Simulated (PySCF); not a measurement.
CH3S, SMILES C[S], multiplicity 2. Coordinates come from a r2SCAN-D4/def2-TZVP optimisation. The isomer is the one that the SMILES or the coordinates give; other isomers of the formula were not compared.

Computed with r2SCAN-D4/def2-TZVP (PySCF).

Harmonic wavenumbers (cm⁻¹): 568, 727, 859, 1319, 1364, 1465, 3013, 3090, 3117. Rotational constants (GHz): 158.9, 13.51, 13.48; symmetry number 1.

Work out the zero-point energy and the ideal-gas rigid-rotor harmonic-oscillator thermochemistry at 298.15 K and 1 atm.

ZPE = ½ Σ hcν = ½ × 15522 cm⁻¹ = 92.84 kJ/mol. H − E(el) = 103.72 kJ/mol. Entropy in J/(mol K): translation 156.79, rotation 83.46, vibration 4.22, spin 5.76, total 250.23. G − E(el) = 29.12 kJ/mol. Cp = 44.89 J/(mol K).
